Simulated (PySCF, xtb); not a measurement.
tetrafluoromethane (CF₄), SMILES FC(F)(F)F.

GFN2-xTB in xtb at its own geometry gives an orbital gap of 18.02 eV and a dipole moment of 0.00 D.

Coordinates come from a B3LYP-D3(BJ)/def2-SVP optimisation.

Task: What does PySCF with r2SCAN/def2-TZVPD give? (Estimate from the structure and the level; the computed values follow.)

Result: gap 11.54 eV (levels -10.96 and 0.57 eV), dipole 0.00 D.
